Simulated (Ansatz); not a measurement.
We consider 1T (CdI2-type) ZrSe₂, described by PBE-D4 (PAW; Ansatz, a first-principles code).

Numerical settings: plane-wave cutoff 520 eV, 12×12×6 k mesh (along the axes of the cell as run), Fermi–Dirac smearing 0.01 eV, scalar-relativistic PAW data made under PBE.

Properties against volume:

Shape and atoms are relaxed at each volume.

```csv
V (Å³/atom),P (GPa),smallest gap on the k mesh (eV),c (Å),a (Å)
23.905,1.37,0.000,5.980,3.721
24.403,0.63,0.047,6.052,3.737
24.901,-0.01,0.159,6.128,3.752
25.399,-0.50,0.234,6.211,3.764
25.897,-0.88,0.274,6.300,3.774
```

Measured, for comparison: band gap 1.18 eV (temperature not stated, no zero-point or thermal correction, fundamental, indirect, our sources range from 0.90 to 1.20; as tabulated in Rybak et al. (2022), arXiv:2210.12074).

Note: the bulk modulus comes from volumes at which shape and atoms were relaxed.

Spin–orbit coupling is not included.
